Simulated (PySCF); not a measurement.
Compound: C5H8N (doublet state).
Structure used (GFN2-xTB), in Å, numbered top down from 1:
```
atom  x, y, z in Å
C1    -0.788   -1.069    0.771
C2    -0.059    0.185    0.270
C3    -0.979    0.987   -0.661
C4     1.175   -0.209   -0.458
C5     2.417    0.179   -0.059
N6     3.468    0.522    0.299
H7    -1.687   -0.782    1.311
H8    -0.149   -1.640    1.440
H9    -1.073   -1.704   -0.065
H10    0.211    0.809    1.129
H11   -1.267    0.386   -1.522
H12   -1.877    1.281   -0.125
H13   -0.475    1.883   -1.015
H14    1.082   -0.828   -1.337
```

The hyperfine couplings belong to this conformer and change with its torsions.

The species is `[CH](C#N)C(C)C` [radical].

Theory: PySCF 2.14.0, UKS B3LYP, pcH-1 on C H N, non-relativistic, mean-field spin-orbit, GIAO. Geometry: GFN2-xTB, one conformer, isolated molecule. The geometry wasn't refined by DFT: couplings that depend on bond lengths, twists or pyramidal angles can differ widely from those at the functional's own minimum. The SCF solution wasn't tested for stability.

Principal values of hyperfine tensors in MHz (contact and dipolar terms together), for some of the nuclei:

```csv
atom,isotope,A1,A2,A3,alike by the symmetry of this geometry
C4,13C,5.30,5.92,202.90,none
C5,13C,-80.99,-62.32,-37.54,none
C1,13C,37.98,38.10,49.06,C3
C2,13C,-26.51,-24.47,-22.57,none
H7,1H,12.57,13.73,18.73,H12
N6,14N,-10.04,-5.47,44.70,none
H13,1H,-6.53,-3.90,3.81,H8
H9,1H,-5.51,-4.08,3.57,H11
```

Problem. Give the isotropic coupling of each nucleus in MHz and in mT (g = 2.0030), and the anisotropic part.

Solution. a_iso is a third of the trace, T = A − a_iso, and a(mT) = a(MHz)/(g × 13.996).

```
atom  a_iso (MHz)  a_iso (mT)      T1      T2      T3
  C4        71.37       2.546  -66.07  -65.46  131.53
  C5       -60.28      -2.150  -20.70   -2.03   22.74
  C1        41.71       1.488   -3.74   -3.61    7.35
  C2       -24.51      -0.874   -1.99    0.05    1.94
  H7        15.01       0.535   -2.44   -1.28    3.72
  N6         9.73       0.347  -19.77  -15.20   34.97
 H13        -2.21      -0.079   -4.32   -1.69    6.01
  H9        -2.01      -0.072   -3.51   -2.08    5.58
```

Problem. What spin density at the nucleus of H7 lies behind its contact coupling (g_N = 5.58569)?

Solution. a_FC = 800.24 MHz bohr³ × g_N × ρ(0)/(2S). With a_FC = 15.01 MHz and 2S = 1, ρ(0) = 0.003358 bohr⁻³. In magnitude that is 1.1 % of the 1/π = 0.318 of a free hydrogen atom.

Problem. H14 (1H, g_N = 5.58569) isn't in the table. Its spin density at the nucleus is -0.01225 bohr⁻³. What is its contact coupling?

Solution. By the same relation, a_FC = -54.8 MHz. Its full tensor has the principal values -85.05, -56.17, -23.08 MHz.

Problem. Name the largest traceless tensor T of the table and describe it.

Solution. C4: -66.1, -65.5, 131.5 MHz, axial, in the ratio −1:−1:+2, the form that spin in one p orbital centred on that nucleus gives.

Problem. What first-order splitting does C1 cause when the field lies along A1, A2 or A3 of its tensor (g taken as isotropic, no quadrupole term)?

Solution. 2 lines (I = 1/2), spaced by |A_i|/(g × 13.996): 1.35, 1.36, 1.75 mT along the axes of A1, A2 and A3.
